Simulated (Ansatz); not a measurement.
## CH3F (fluoromethane): entropy by statistical mechanics

A singlet with charge 0, relaxed at wB97M-V/def2-TZVPD (Ansatz 0.2.0):

```xyz
5

C    -0.0557    0.0362    0.0086
F     1.0978   -0.7129   -0.1692
H    -0.9178   -0.6264   -0.0579
H    -0.1046    0.7952   -0.7713
H    -0.0197    0.5080    0.9898
```

Harmonic wavenumbers in cm⁻¹: 1074, 1190, 1190, 1478, 1486, 1486, 3059, 3143, 3143.

Masses in u: C 12.011, F 18.998, H 1.008. Take T = 298.15 K, p = 1 bar, R = 8.3145 J/(mol K), kT/hc = 207.22 cm⁻¹, rigid rotor and harmonic oscillator.

Q: Compute the standard molar entropy.

A: 
1. Translation (Sackur–Tetrode): S = R[3/2 ln M + 5/2 ln T − 1.1517] with M = 34.033 gives 152.8 J/(mol K).
2. Rotation: principal moments 3.217, 19.731, 19.731 u Å² give A, B, C = 5.2407, 0.8544, 0.8544 cm⁻¹; the symmetry number is σ = 3; q = (√π/σ)√((kT/hc)³/ABC) = 901; S = R(ln q + 3/2) = 69.0.
3. Vibration: with u = ν̃/207.22, each mode gives R[u/(eᵘ − 1) − ln(1 − e⁻ᵘ)]; the sum is 0.8, most from 1074 cm⁻¹ (0.3), 1190 cm⁻¹ (0.2), 1190 cm⁻¹ (0.2).
4. Electronic: R ln 1 = 0.0, from the spin multiplicity alone.
5. Sum: 152.8 + 69.0 + 0.8 + 0.0 = 222.6 J/(mol K).

The tabulated value is 222.9 J/(mol K) (CRC Handbook of Chemistry and Physics): the model is off by -0.3.
